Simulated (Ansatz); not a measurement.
# CH3ClF: the cost of one run

The runs use Ansatz 0.2.0, Gaussian basis; PBE0-D4/def2-SVPD.

11 further runs of the same task are left out: 1 that didn't finish, 10 set aside as unsound or not needed.

**1. The system as given**

The first end: 6 atoms, charge -1, spin multiplicity 1.

Atoms are counted from 1 here; the program's logs count them from 0.

Bond lengths: Cl1–C2 1.853 Å, C2–H4 1.081 Å, C2–H5 1.080 Å, C2–H6 1.080 Å. Angles: Cl1–C2–H4 107.6°, Cl1–C2–H5 107.6°, Cl1–C2–H6 107.6°, H4–C2–H5 111.3°, H4–C2–H6 111.3°, H5–C2–H6 111.3°.

Geometry (Å):

```
atom    x (Å)    y (Å)    z (Å)
 Cl1  -1.6807  -0.6034   1.1403
  C2  -0.2108  -0.0760   0.1424
  F3   1.7473   0.6288  -1.1827
  H4  -0.1241  -0.7544  -0.6942
  H5  -0.3883   0.9366  -0.1902
  H6   0.6566  -0.1317   0.7843
```

The second end:

```
atom    x (Å)    y (Å)    z (Å)
 Cl1  -2.1682  -0.7794   1.4692
  C2   0.3812   0.1370  -0.2583
  F3   1.4983   0.5385  -1.0154
  H4  -0.0744  -0.7339  -0.7246
  H5  -0.3391   0.9514  -0.2214
  H6   0.7023  -0.1137   0.7504
```

**2. The band at PBE0-D4/def2-SVPD**

Input file neb/in.yaml:

```yaml
crystal:
  periodic: [false, false, false]
  atoms:
    - {symbol: Cl, position_ang: [-1.680686, -0.603406, 1.140310]}
    - {symbol: C, position_ang: [-0.210802, -0.076036, 0.142434]}
    - {symbol: F, position_ang: [1.747294, 0.628835, -1.182661]}
    - {symbol: H, position_ang: [-0.124051, -0.754359, -0.694153]}
    - {symbol: H, position_ang: [-0.388277, 0.936556, -0.190189]}
    - {symbol: H, position_ang: [0.656623, -0.131689, 0.784260]}
basis:
  gaussian: {orbitals: def2-SVPD}
total_charge: -1
hamiltonian: {xc: pbe0, dispersion: d4}
neb:
  images: 5
  climbing: true
  max_iterations: 40
  initial_path: idpp
  final_atoms:
    - {symbol: Cl, position_ang: [-2.168166, -0.779430, 1.469201]}
    - {symbol: C, position_ang: [0.381198, 0.137019, -0.258277]}
    - {symbol: F, position_ang: [1.498292, 0.538506, -1.015412]}
    - {symbol: H, position_ang: [-0.074441, -0.733883, -0.724572]}
    - {symbol: H, position_ang: [-0.339125, 0.951432, -0.221364]}
    - {symbol: H, position_ang: [0.702343, -0.113744, 0.750423]}
```

Run with:

```console
$ ansatz run in.yaml --threads 2 --pin off --events-out ev --progress --plain --max-ram 4352MiB
```

**Question.** How long does this run take on 2 threads of Arm Neoverse V2, shared host?

About 61 s.
